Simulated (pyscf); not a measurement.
Optimised with ωB97X-D3(BJ)/def2-SVP in PySCF.

HN=Ti(Cl)–Cl + hydrogen (H₂) → H₂N–TiH(Cl)–Cl
Surface: singlet. Broken: H–H. Formed: H–Ti, H–N. Give ΔE‡ and ΔE from ωB97M-D3(BJ)/def2-TZVP, relative to the separated reactants.

ΔE‡ = -8.6 kJ/mol, ΔE = -132.9 kJ/mol. Zero-point energy shifts the barrier by +13.5 kJ/mol. It is an addition across a multiple bond or ene-type step, with an imaginary mode of 1130i cm⁻¹. On the reactant side the descent ends in an adduct with a H–Ti contact, 43.4 kJ/mol under the separated species and 33.6 kJ/mol under the saddle at ωB97X-D3(BJ)/def2-TZVP. At ωB97M-D3(BJ) the saddle lies under the separated reactants, which points to a path from their complex (located at ωB97X-D3(BJ) alone). This is the saddle that the search found; another between the same sides may lie lower.
